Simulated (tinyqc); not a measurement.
CCD on RHF in the sto-6g basis, for H2O, spin multiplicity 1, step by step. One step of it, computed by the program tinyqc.

Task: Iteration 8 (converged): orbitals. Diagonalise F' = X^T F X, C = X C', fill 5 alpha and 5 beta electrons from the bottom; D = 2 C_occ C_occ^T. Each column has its largest component positive (the first on a tie).

converged F (hartree), lower triangle:
```
             1O 1s      1O 2s     1O 2px     1O 2py     1O 2pz      2H 1s      3H 1s
1O 1s   -20.500747
1O 2s    -4.962200  -2.316442
1O 2px    0.000000   0.000000  -0.388545
1O 2py    0.000000   0.000000   0.000000  -0.281305
1O 2pz   -0.026679  -0.092117   0.000000   0.000000  -0.311926
2H 1s    -1.015895  -0.894223   0.000000  -0.388810  -0.323268  -0.486339
3H 1s    -1.015895  -0.894223   0.000000   0.388810  -0.323268  -0.291293  -0.486339
```

X, lower triangle:
```
            1O 1s      1O 2s    1O 2px     1O 2py     1O 2pz      2H 1s     3H 1s
1O 1s    1.022610
1O 2s   -0.135689   1.198454
1O 2px   0.000000   0.000000  1.000000
1O 2py   0.000000   0.000000  0.000000   1.097900
1O 2pz  -0.007598   0.084240  0.000000   0.000000   1.039960
2H 1s    0.018911  -0.259275  0.000000  -0.207374  -0.123392   1.164326
3H 1s    0.018911  -0.259275  0.000000   0.207374  -0.123392  -0.066234  1.164326
```

Give: F' = X^T F X; orbital energies; coefficients C; D after iteration 8.

Result:

F' = X^T F X (hartree), lower triangle:
```
          1        2        3        4        5        6        7
1  -20.1734
2   -2.5059  -1.2187
3    0.0000   0.0000  -0.3885
4    0.0000   0.0000   0.0000  -0.0018
5   -0.0455   0.1047   0.0000   0.0000  -0.1887
6   -0.1596  -0.4612   0.0000  -0.4449  -0.2992  -0.0005
7   -0.1596  -0.4612   0.0000   0.4449  -0.2992  -0.0778  -0.0005
```

orbital energies (hartree): MO1 -20.5038, MO2 -1.2359, MO3 -0.5927, MO4 -0.4350, MO5 -0.3885, MO6 0.5156, MO7 0.6682

coefficients C:
```
            MO1      MO2      MO3      MO4     MO5      MO6      MO7
1O 1s    0.9967  -0.2248   0.0000   0.0882  0.0000  -0.1144   0.0000
1O 2s    0.0151   0.8644   0.0000  -0.4909  0.0000   0.7796   0.0000
1O 2px   0.0000   0.0000   0.0000   0.0000  1.0000   0.0000   0.0000
1O 2py   0.0000   0.0000   0.5995   0.0000  0.0000   0.0000   0.9654
1O 2pz   0.0027   0.1009   0.0000   0.7817  0.0000   0.7056   0.0000
2H 1s   -0.0033   0.1493   0.4445   0.2990  0.0000  -0.7576  -0.7762
3H 1s   -0.0033   0.1493  -0.4445   0.2990  0.0000  -0.7576   0.7762
```

D after iteration 8, lower triangle:
```
          1O 1s    1O 2s  1O 2px   1O 2py  1O 2pz    2H 1s   3H 1s
1O 1s    2.1037
1O 2s   -0.4453   1.9770
1O 2px   0.0000   0.0000  2.0000
1O 2py   0.0000   0.0000  0.0000   0.7189
1O 2pz   0.0979  -0.5930  0.0000   0.0000  1.2425
2H 1s   -0.0209  -0.0355  0.0000   0.5330  0.4975   0.6186
3H 1s   -0.0209  -0.0355  0.0000  -0.5330  0.4975  -0.1718  0.6186
```
